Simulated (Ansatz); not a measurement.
**Which method gave which barrier?**

Saddle point of AlNH$_{4}$, singlet (AlNH₄ ([NH2][AlH2]) → AlH + NH₃ (still joined by a long Al–N bond); bonds formed: N2–H3; bonds broken: Al1–H3; bonds weakened to dative contacts: Al1–N2), PBE0-D4/def2-TZVP structure:

| atom | x (Å) | y (Å) | z (Å) |
| --- | --- | --- | --- |
| Al1 | -0.9176 | 0.5773 | -0.6647 |
| N2 | 0.3544 | -0.5018 | 0.2541 |
| H3 | 0.6734 | 0.0784 | -1.0312 |
| H4 | -1.4597 | 1.6743 | 0.3845 |
| H5 | 0.8232 | -0.3922 | 1.1556 |
| H6 | 0.5264 | -1.4360 | -0.0985 |

Program: Ansatz 0.2.0. Basis: def2-TZVPP, with def2-QZVPP for the basis limit. Cores are frozen in the correlated methods. B3LYP uses VWN-RPA correlation. Extrapolation: Hartree–Fock as exp(−7.88 √X), correlation as X^−2.97. Four methods, as single points on the PBE0-D4 structures, gave these electronic barriers from the start structure: 59.46, 71.22, 75.06, 91.86 kcal/mol.

(1) The methods were, in alphabetical order, B3LYP-D4, HF, MP2, SPW92. Which gave which? (A judgement: the text doesn't fix the answer.)

The T1 diagnostic stays at or below 0.020. The restricted Hartree–Fock reference is unstable towards an unrestricted one at one or more of these structures. A large double-excitation amplitude points to some diradical character; no triplet was computed.

Answers

(1) By the calculation: SPW92 59.46; B3LYP-D4 71.22; MP2 75.06; HF 91.86 kcal/mol. For comparison, CCSD(T) at an estimated basis limit (MP2 extrapolated from triple and quadruple zeta, plus CCSD(T) − MP2 in triple zeta) gives 72.69 kcal/mol.

Labels in which every atom is bracketed show which atoms are joined, not bond orders.

For scale, one of the runs: CCSD(T)/def2-TZVPP, 129 basis functions, launched by `ansatz run in.yaml --threads 2 --pin off --events-out ev --progress --plain --max-ram 4352MiB`. The run took about 3.6 s on 2 CPU threads of an Arm Neoverse V2 (shared host).
